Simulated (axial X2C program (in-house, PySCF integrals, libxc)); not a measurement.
## Potential curves of MgB⁻, 2c

All values were computed with an in-house all-electron X2C program for linear molecules (integrals from PySCF). Two-component (2c) means X2C with spin–orbit coupling and atomic mean-field two-electron Coulomb and Gaunt terms. Basis: Mg dyall-av3z [10s9p6d4f], B dyall-av3z [8s7p3d2f] (cores contracted in-house); Gaussian nuclei, density fitting, unrestricted open shells. Masses: Mg 23.985 u, B 11.009 u.

State: Ω = 1 (⟨Sz⟩ = 1.00, ⟨Lz⟩ = 0.00 at TPSS). Energies in kJ/mol from the fragments at the same level (Mg + B-). Fits are polynomials in 1 − R0/R over 0.85 to 1.23 times the lowest point R0.

```json
{"R (Å)": "1.9627", "TPSS": "-103.84", "CCSD(T)": ""}
{"R (Å)": "2.0530", "TPSS": "-123.02", "CCSD(T)": "-96.46"}
{"R (Å)": "2.1206", "TPSS": "-131.33", "CCSD(T)": "-105.92"}
{"R (Å)": "2.1883", "TPSS": "-135.73", "CCSD(T)": "-111.53"}
{"R (Å)": "2.2560", "TPSS": "-137.12", "CCSD(T)": "-114.19"}
{"R (Å)": "2.3350", "TPSS": "-135.92", "CCSD(T)": "-114.54"}
{"R (Å)": "2.4139", "TPSS": "-132.56", "CCSD(T)": "-112.74"}
{"R (Å)": "2.5154", "TPSS": "-126.15", "CCSD(T)": "-108.30"}
{"R (Å)": "2.6395", "TPSS": "-116.54", "CCSD(T)": ""}
{"R (Å)": "2.8200", "TPSS": "-101.38", "CCSD(T)": ""}
```

Correlated methods: 6 electrons correlated (number of frozen shells: Mg 2 s, 1 p; B 1 s), 284 virtual spin orbitals or spinors in MP2, 90 natural virtuals in coupled cluster.

Occupations by symmetry block were frozen at the best pattern of an incomplete PBE0 search. De is counted from the lowest determinant-based energies of the atoms at the same level, without counterpoise correction. Density functionals use the spin component along the axis (collinear). CCSD and (T) use frozen natural virtuals with an MP2 correction for the truncation; (T) itself is uncorrected, so its De runs slightly low. The 2c atoms are single determinants rather than J levels; their spin–orbit lowering is only partly caught, and De is too large by that part. This holds for TPSS, CCSD(T). Other states lie close and PBE0, whose exact exchange favours high spin, may order them wrongly; the determinant shown need not be the ground state. The nearest other 2c determinant of the search, Ω = 2, lies 0.35 eV up at the distance of the search. The functionals have no current-density term, which raises determinants with orbital currents, atoms included. With several unpaired electrons one determinant need not be a pure state. Open-shell Ω = 0 determinants with evenly filled partner blocks cannot be reached by this program, so the Ω shown need not be the lowest component. This is the Ω = 1 component of a π² triplet; the 0⁺ component is not one determinant and can lie lowest. The highest occupied level of some functionals is positive through self-interaction error; at Hartree–Fock it is bound. The determinant is spin-polarised beyond a pure state at some levels (its spin-free form has ⟨S²⟩ too high), which makes Re and μ there less reliable. The T1 diagnostic is large, a sign of multireference character. Coupled cluster ran on the points near the minimum only. MP2 and coupled cluster on one determinant become unreliable at the stretched end.

Question: What are Re, ωe and De at the TPSS level?

Answer: At TPSS, 2c: Re = 2.260 Å, ωe ≈ 424 cm⁻¹, De = 1.42 eV to Mg + B-; Be follows as 0.437 cm⁻¹.

Question: What are Re, ωe and De at the CCSD(T) level?

Answer: At CCSD(T), 2c: Re = 2.305 Å, ωe ≈ 381 cm⁻¹, De = 1.19 eV to Mg + B-; Be follows as 0.42 cm⁻¹.
